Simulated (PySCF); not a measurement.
Below is a simulated gas-phase C 1s photoelectron spectrum of `Cn1ccnc1`.

Every computed line was given a Gaussian of 0.6 eV full width at half maximum and an area set by the number of equivalent atoms; the highest printed point is 100. The calculation used delta-SCF UKS SCAN, pcX-2 on the ionised atom, pcseg-1 elsewhere, spin-free X2C in PySCF 2.14.0.

```csv
binding energy (eV),intensity
289.6,0
289.7,1
289.8,2
289.9,5
290.0,12
290.1,24
290.2,40
290.3,60
290.4,78
290.5,93
290.6,100
290.7,99
290.8,92
290.9,79
291.0,66
291.1,58
291.2,57
291.3,61
291.4,65
291.5,64
291.6,56
291.7,42
291.8,28
291.9,18
292.0,15
292.1,19
292.2,29
292.3,43
292.4,56
292.5,63
292.6,60
292.7,50
292.8,35
292.9,21
293.0,11
293.1,5
293.2,2
293.3,1
293.4,0
```

Count the maxima, the lines and the sites behind this envelope.

The curve has 3 maxima (at 290.6, 291.4 and 292.5 eV). Under it lie 4 lines from 4 inequivalent carbon sites. At this width some lines have no maximum of their own.

Decompose the envelope and assign each component. Numbering: `[CH3:1][n:2]1[cH:3][cH:4][n:5][cH:6]1`.

```json
{"position (eV)": "290.47", "relative area": "1", "line": "C 1s", "atoms": "C4", "environment": "aromatic CH next to a ring nitrogen"}
{"position (eV)": "290.81", "relative area": "1", "line": "C 1s", "atoms": "C3", "environment": "aromatic CH next to a ring nitrogen"}
{"position (eV)": "291.47", "relative area": "1", "line": "C 1s", "atoms": "C6", "environment": "aromatic CH next to a ring nitrogen"}
{"position (eV)": "292.52", "relative area": "1", "line": "C 1s", "atoms": "C1", "environment": "N-methyl carbon"}
```

Lowest listed C 1s: C4, bonded to N (aromatic in the SMILES), C (aromatic in the SMILES) and H. Highest, 2.05 eV above it: C1, bonded to N and 3 H. Summing the Pauling electronegativity differences to the bonded atoms, each weighted by its formal bond order, gives +0.39 for the lowest site and -0.56 for the highest; the largest sum, +1.12, belongs to C6, 1.05 eV below the top. The smallest sum, -0.56, belongs to C1, 2.05 eV above the lowest.

The curve has no shake-up lines and no vibrational structure. Geometry: GFN2-xTB; no solvent, vibrations or thermal averaging.
